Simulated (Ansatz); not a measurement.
in.yaml

```yaml
crystal:
  periodic: [false, false, false]
  atoms:
    - {symbol: Ti, position_ang: [0.033516, 0.000058, 0.438802]}
    - {symbol: C, position_ang: [-0.131359, 0.008432, -1.410666]}
    - {symbol: H, position_ang: [-0.054738, -0.936475, -2.023642]}
    - {symbol: H, position_ang: [0.028370, 0.833222, -2.005428]}
basis:
  gaussian: {orbitals: 6-31G}
total_charge: 1
magnetization: {spin_polarized: false, initial_magnetization: 1}
correlation: {method: mp2, electrons: outside_noble_gas}
scf: {lower_state_search: full}
```

```sh
$ ansatz run in.yaml --threads 1 --pin off --events-out ev --progress --plain --max-ram 2393MiB
```

The program prints:

```
595 factors; integrals over basis functions are off by at most 2.6e-4 eV
mean field evaluation 1: about -24115.4069 eV, gradient 7.2e1 eV
mean field evaluation 2: about -24115.4097 eV, gradient 7.2e1 eV
mean field evaluation 4: about -24132.6310 eV, gradient 3.0e1 eV
mean field evaluation 8: about -24135.8564 eV, gradient 1.9e0 eV
mean field evaluation 16: about -24136.6095 eV, gradient 9.5e-1 eV
mean field evaluation 32: about -24136.5809 eV, gradient 8.3e-1 eV
mean field evaluation 64: about -24135.2971 eV, gradient 4.0e0 eV
mean field evaluation 96: about -24136.5974 eV, gradient 9.1e-1 eV
mean field evaluation 128: about -24135.9971 eV, gradient 6.5e-2 eV
mean field evaluation 160: about -24134.4449 eV, gradient 1.8e1 eV
mean field evaluation 192: about -24136.6153 eV, gradient 2.5e-3 eV
mean field evaluation 224: about -24135.6127 eV, gradient 7.3e-1 eV
mean field evaluation 256: about -24135.9972 eV, gradient 1.3e-2 eV
mean field evaluation 288: about -24135.2981 eV, gradient 3.2e-1 eV
mean field evaluation 320: about -24135.6123 eV, gradient 8.8e-1 eV
mean field evaluation 352: about -24136.6149 eV, gradient 1.4e-1 eV
mean field -24136.61535980 eV, -887.0042540872 hartree, gradient 3.8e-6 eV, S^2 0.750000; 20 other end points of the search recorded, 0 dependent functions left out
mean field evaluation 384: about -24135.8646 eV, gradient 1.2e0 eV
unrestricted determinant -24138.15023336 eV, -887.0606596501 hartree, S^2 1.5923
10 core orbitals not correlated: weight in the atoms' cores, before any rotation towards them, 0.997 or more for the frozen orbitals, at most 0.001 for the correlated occupied ones
reference -24136.61535980 eV, -887.0042540872 hartree; 5, 4 occupied and 27, 28 virtual orbitals, 595 factors
second order -4.41891975 eV of doubles, -0.00918444 eV of singles
Total energy: -24141.04346399 eV, -887.1669839148 hartree
```

Ran on 1 thread of Arm Neoverse V1, shared host: 6 s wall, 0.09 GiB peak host memory.
